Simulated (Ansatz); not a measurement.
# How far each method lies from UCCSDT(Q) for B–CH$_{2}$, quartet

Geometry: that of the B–CH2, doublet, kept fixed. The doublet lies 2.4 eV lower here.

```yaml
atoms:
  - { symbol: B, position_ang: [0.0000, 0.0000, 0.8265] }
  - { symbol: C, position_ang: [0.0000, 0.0000, -0.5553] }
  - { symbol: H, position_ang: [0.0000, -0.9252, -1.1237] }
  - { symbol: H, position_ang: [0.0000, 0.9252, -1.1237] }
```

Basis cc-pVTZ; Ansatz 0.2.0. Correlated methods freeze the noble-gas cores, which leaves 9 electrons in 86 orbitals. Prefix R: restricted or restricted open-shell reference; prefix U: unrestricted. Active spaces: valence = (9e, 10o) chosen from the atoms' valence shells.

Full CI isn't at hand for all of this; UCCSDT(Q) serves as the reference, and is uncertain by about the last step of the cluster series. The frozen core follows each run's orbitals, which can shift R against U totals by a few meV.

The UHF ⟨S²⟩ is 3.754, the T1 diagnostic (RCCSD) is 0.0160 and the largest doubles amplitude (RCCSD) is 0.027. The T1 diagnostic (UCCSD) is 0.0146.

Task: From what is known of these methods and the diagnostics, rank them by the size of their error in total energy against UCCSDT(Q) in cc-pVTZ, smallest first (an estimate: the text doesn't fix the numbers).
A. UCCSD
B. BCCD(T)
C. UCCSDT
D. UMP2
E. CASSCF (valence space)

Result: C (0.16 kcal/mol), B (0.65 kcal/mol), A (5.11 kcal/mol), D (20.38 kcal/mol), E (93.52 kcal/mol).

All errors are against UCCSDT(Q) in cc-pVTZ. Within each family the higher level lies nearer, as is usual though not guaranteed.

Natural occupations of CASSCF (valence space) about the gap: 1.984 1.978 1.977 1.000 1.000 0.992 0.022 0.020 0.013 0.013; effectively unpaired electrons, Σ n²(2−n)², 3.01.
